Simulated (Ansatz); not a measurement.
## A van 't Hoff estimate for CH7NSi ⇌ CH4N + SiH3

Species: CH7NSi `CN[SiH3]`, singlet; CH4N (methyl amino radical) `C[NH]`, doublet; SiH3 (silyl radical) `[SiH3]`, doublet. 

The electronic reaction energy at CCSD(T)/CBS estimate is +424.2 kJ/mol. Shapes: PBE0-D4/def2-TZVP. Programs: Ansatz 0.2.0. Enthalpy and entropy come from rigid-rotor, harmonic-oscillator sums on unscaled PBE0-D4/def2-TZVP wavenumbers, ideal gases at 1 bar; R ln 2 is added for the mirror twin of the chiral shape of CH7NSi. Symmetry numbers: CH7NSi 1, CH4N 1, SiH3 3. R = 8.3145 J/(mol K).

```
T (K)  ΔH (kJ/mol)  ΔS (J/(mol K))
  600       +405.3          +155.1
  800       +403.6          +152.7
 1000            ?               ?
```

Q: Work out ln K at 600 and 800 K, and from these estimate it at 1000 K.

A: 
1. 600 K: ΔG = +405.3 − 600 × (+155.1)/1000 = +312.2 kJ/mol; ln K = −ΔG/RT = -62.58.
2. 800 K: ΔG = +403.6 − 800 × (+152.7)/1000 = +281.4 kJ/mol; ln K = −ΔG/RT = -42.31.
3. Slope against 1000/T: (-42.31 − (-62.58))/(1.2500 − 1.6667) = -48.65, that is −ΔH/R with ΔH near +405 kJ/mol.
4. 1000 K: ln K = -62.58 + (-48.65) × (1.0000 − 1.6667) = -30.15.

The full sums give ΔH = +401.3 kJ/mol, ΔS = +150.2 J/(mol K), ΔG = +251.1 kJ/mol and ln K = -30.20 at 1000 K, so the line is off by +0.05 in ln K; without rounding the miss is +0.06, from the change of ΔH with temperature. The reactants are favoured over this whole range. The number of molecules rises, which sets the sign of ΔS, and lower pressure favours the products. An error of 10 kJ/mol in the energy moves ln K by 1.2 at 1000 K. Soft modes are treated as harmonic, which can err either way at these temperatures; the lowest are those of CH7NSi (130 cm⁻¹), CH4N (254 cm⁻¹). Open shells run unrestricted. The CBS estimate extrapolates MP2 from def2-TZVPP and def2-QZVPP and adds CCSD(T) − MP2 in the triple-zeta set, cores frozen.
